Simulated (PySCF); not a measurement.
CH4, charge +1, multiplicity 2. Atoms are numbered in the order given.

```xyz
5

C      0.0000     0.0000     0.0000
H     -0.7468    -0.7468    -0.3748
H      0.7468     0.7468    -0.3748
H     -0.7468     0.7468     0.3748
H      0.7468    -0.7468     0.3748
```
Charge +1, spin multiplicity 2.

Geometry optimised at B3LYP-D3(BJ)/def2-TZVPD. The spin state was assumed, not searched.

Level of theory: B3LYP/def2-TZVPD in PySCF.

Mulliken values depend strongly on the basis, most of all with diffuse functions as here. ESP charges are fitted to the potential on shells at 1.4 to 2.0 van der Waals radii. Atomic charges (e):

| atom | meta-Löwdin | ESP fit | Mulliken spin |
|---|---|---|---|
| C1 | -0.23 | -0.29 | 0.56 |
| H2 | 0.31 | 0.32 | 0.11 |
| H3 | 0.31 | 0.32 | 0.11 |
| H4 | 0.31 | 0.32 | 0.11 |
| H5 | 0.31 | 0.32 | 0.11 |
